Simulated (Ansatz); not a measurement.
Reaction (SMILES): NC (CH3-NH2) + [H][H] (H2) → C (CH4) + N (NH3)
B3LYP-D3(BJ)/def2-TZVP geometries, fixed; electronic energies without zero-point terms.

Basis-set convergence of the energy of full hydrogenation at HF with Ansatz (a first-principles code). Cartesian d functions, on some or all atoms, in 6-31G*, 6-31+G*, 6-31G**; all else is spherical. No added dispersion term, no relativity. Functions are those of the species that has most. Reference: the value in aug-pcseg-3, -28.41 kcal/mol, itself unsure by roughly 0.01 kcal/mol (its mean distance from aug-cc-pVQZ, def2-QZVPPD, pcseg-3). Deviations are taken from unrounded values.

```json
[
 {"basis": "STO-3G", "functions": "15"},
 {"basis": "3-21G", "functions": "28"},
 {"basis": "6-31G", "functions": "28"},
 {"basis": "6-31G*", "functions": "40"},
 {"basis": "6-31+G*", "functions": "48"},
 {"basis": "6-31G**", "functions": "55"},
 {"basis": "6-311G**", "functions": "66"},
 {"basis": "6-311+G**", "functions": "74"},
 {"basis": "6-311++G(2d,2p)", "functions": "104"},
 {"basis": "6-311++G(3df,3pd)", "functions": "168"}
]
```

Task: Which is the smallest Pople set listed that can be trusted to 1 kcal/mol here, that is, within that of the reference together with its larger relatives (same family, alike in diffuse functions; a set with none to test it counts only in the reference's own line)?

Result: The smallest set listed that lies within 1 kcal/mol of the reference with all its larger relatives (same family, alike in diffuse functions; a set with none counts only in the reference's own line) is 6-31+G* (48 functions, 0.60 kcal/mol off). Inside the window by cancellation, since a larger relative falls out: 3-21G. Value minus reference: STO-3G 7.70, 3-21G 0.66, 6-31G -1.17, 6-31G* 1.42, 6-31+G* 0.60, 6-31G** 0.73, 6-311G** 0.53, 6-311+G** 0.05, 6-311++G(2d,2p) -0.60, 6-311++G(3df,3pd) 0.27 kcal/mol.
